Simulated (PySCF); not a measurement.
Isobutyric acid, C4H8O2.
Bonds: C1–C2, C2–C3, C2–C4, C4–O5 (double), C4–O6. Hydrogens: H7, H8, H9 on C1; H10 on C2; H11, H12, H13 on C3; H14 on O6.

The calculation used core-valence-separated Tamm–Dancoff BHandHLYP/aug-pcX-1 (pcseg-1 on H) in PySCF, non-relativistic, gas phase, PBE0-D3(BJ)/def2-SVP geometry. The energies are unshifted.

(1) Give energies, oscillator strengths and core holes at the C K edge.

(2) Give energies, oscillator strengths and core holes at the O K edge.

Results:

(1) 
```json
{"E (eV)": "285.02", "f": "0.0885", "core hole on": "C4", "main final orbital": "LUMO+4 (60 %)", "polarisation": "normal to the local trigonal plane"}
{"E (eV)": "285.41", "f": "0.0100", "core hole on": "C1", "main final orbital": "LUMO (43 %)", "polarisation": "–"}
{"E (eV)": "285.54", "f": "0.0058", "core hole on": "C3", "main final orbital": "LUMO (62 %)", "polarisation": "–"}
{"E (eV)": "285.72", "f": "0.0067", "core hole on": "C2", "main final orbital": "LUMO (31 %)", "polarisation": "–"}
{"E (eV)": "286.08", "f": "0.0238", "core hole on": "C3", "main final orbital": "LUMO+4 (38 %)", "polarisation": "–"}
{"E (eV)": "286.11", "f": "0.0181", "core hole on": "C1", "main final orbital": "spread", "polarisation": "–"}
{"E (eV)": "286.22", "f": "0.0196", "core hole on": "C1", "main final orbital": "LUMO+3 (57 %)", "polarisation": "–"}
{"E (eV)": "286.36", "f": "0.0402", "core hole on": "C1/C3", "main final orbital": "LUMO+4 (2 roots, f summed)", "polarisation": "–"}
{"E (eV)": "286.42", "f": "0.0182", "core hole on": "C2", "main final orbital": "LUMO+4 (42 %)", "polarisation": "–"}
{"E (eV)": "286.49", "f": "0.0249", "core hole on": "C3", "main final orbital": "spread", "polarisation": "–"}
{"E (eV)": "286.78", "f": "0.0025", "core hole on": "C1", "main final orbital": "spread", "polarisation": "–"}
{"E (eV)": "286.82", "f": "0.0027", "core hole on": "C3", "main final orbital": "LUMO+2 (35 %)", "polarisation": "–"}
{"E (eV)": "287.21", "f": "0.0139", "core hole on": "C2", "main final orbital": "LUMO (34 %)", "polarisation": "–"}
{"E (eV)": "287.23", "f": "0.0060", "core hole on": "C1", "main final orbital": "spread", "polarisation": "–"}
{"E (eV)": "287.33", "f": "0.0037", "core hole on": "C1", "main final orbital": "LUMO+1 (35 %)", "polarisation": "–"}
{"E (eV)": "287.40", "f": "0.0073", "core hole on": "C3", "main final orbital": "LUMO+1 (38 %)", "polarisation": "–"}
{"E (eV)": "287.49", "f": "0.0007", "core hole on": "C2", "main final orbital": "LUMO+1 (50 %)", "polarisation": "–"}
{"E (eV)": "287.53", "f": "0.0045", "core hole on": "C3", "main final orbital": "spread", "polarisation": "–"}
```

The first line with a tenth or more of the strongest one's intensity is at 285.02 eV (f = 0.088), with the hole on C4 (carboxylic acid carbon), polarised normal to the local trigonal plane: a 1s→π* resonance. It is also the strongest listed.

(2) 
| E (eV) | f | core hole on | main final orbital | polarisation |
| --- | --- | --- | --- | --- |
| 529.53 | 0.0454 | O5 | LUMO+4 (61 %) | normal to the local trigonal plane |
| 533.15 | 0.0025 | O5 | LUMO (50 %) | in the local trigonal plane |
| 533.28 | 0.0432 | O6 | LUMO/LUMO+4 (2 roots, f summed) | – |
| 534.11 | 0.0032 | O5 | LUMO+1 (30 %) | in the local trigonal plane |
| 534.46 | 0.0009 | O5 | LUMO+3 (53 %) | – |
| 534.66 | 0.0012 | O5 | spread | in the local trigonal plane |
| 535.13 | 0.0015 | O5 | spread | mixed |
| 535.36 | 0.0010 | O5 | LUMO+7 (36 %) | mixed |
| 535.50 | 0.0020 | O5 | spread | in the local trigonal plane |
| 535.51 | 0.0078 | O6 | LUMO (35 %) | – |

The first line with a tenth or more of the strongest one's intensity is at 529.53 eV (f = 0.045), with the hole on O5 (acid carbonyl oxygen), polarised normal to the local trigonal plane: a 1s→π* resonance. It is also the strongest listed.

Roots within 0.03 eV whose holes lie on the same, on equivalent or on shared atoms are summed into one line, and the highest roots are left out, as the search may have cut off their partners. Final orbitals are the ground state's empty Kohn–Sham orbitals. A dash: too weak, shared between unlike atoms, or no plane or axis to refer to.

Problem. What are the wavelength and the wavenumber of the 287.21 eV line?

Solution. λ = 12398.42 eV Å/287.21 eV = 43.168 Å; 2.3165 × 10⁶ cm⁻¹.

Only the lowest roots of each edge were sought.

Shape of the structure used: `[CH3:1][CH:2]([CH3:3])[C:4](=[O:5])[OH:6]`: C1–C2–C4–O5 8°, H–O6–C4–C2 -179°.

One conformer stands for the species.
